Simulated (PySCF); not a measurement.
## Löwdin shares of the frontier orbitals

Species: H2NCO+, CH2NO (charge +1).
Atom-mapped SMILES: `[NH2:1][C:2]#[O+:3]` (hydrogens: H4, H5 on N1)

Structure used (GFN2-xTB), in Å, numbered top down from 1:
```
atom  x, y, z in Å
N1    -0.5037    0.0143   -0.0242
C2     0.7442   -0.0191    0.0263
O3     1.8622   -0.0491    0.0695
H4    -1.0248    0.8961   -0.0404
H5    -1.0694   -0.8394   -0.0483
```

Method used: PySCF, TDDFT PBE0/def2-SVPD, vertical, gas phase, core orbitals frozen in the response.

Frontier orbitals with the atoms that hold most of them (Löwdin shares over 4%, at most four atoms; ? is withheld):

```tsv
orbital	ε (eV)	atoms
HOMO-3	-22.31	O3 82%, C2 15%
HOMO-2	-21.69	O3 46%, C2 34%, N1 18%
HOMO-1	-20.34	?
HOMO	?	?
LUMO	-8.58	C2 38%, O3 34%, N1 18%, H4 5%
LUMO+1	-6.46	C2 39%, O3 30%, N1 27%
LUMO+2	-5.89	C2 38%, N1 22%, H5 14%, H4 14%
```

(1) Which atoms hold the HOMO, and with what shares?

(2) Give the leading atoms of the HOMO-1.

(3) What is the HOMO energy, and the HOMO–LUMO gap?

Results:

(1) N1 (bonded to C and 2 H) 52%; O3 (bonded to C) 28%; C2 (bonded to N and O) 14%.

(2) O3 (bonded to C) 58%; C2 (bonded to N and O) 24%; N1 (bonded to C and 2 H) 11%.

(3) ε(HOMO) = -17.34 eV; the gap is 8.76 eV (0.3221 hartree).

Q: How does S1 compare with the orbital gap of 8.76 eV?

A: S1 is at 6.35 eV (f = 0.0000), 2.41 eV below the gap, made of HOMO→LUMO (100%). 

Q: Give energy, strength and leading configuration of S1, S4 and S5, and follow the Löwdin shares of the leading atoms from the occupied to the empty orbital.

A: 
- S1 (6.35 eV, f 0.0000), HOMO→LUMO (100%): N1 52% → 18%, O3 28% → 34%, C2 14% → 38%
- S4 (10.35 eV, f 0.0000), HOMO-2→LUMO (94%): O3 46% → 34%, C2 34% → 38%
- S5 (11.27 eV, f 0.0000), HOMO-1→LUMO+1 (95%): O3 58% → 30%, C2 24% → 39%

Löwdin shares depend on the basis, the more so with diffuse functions.
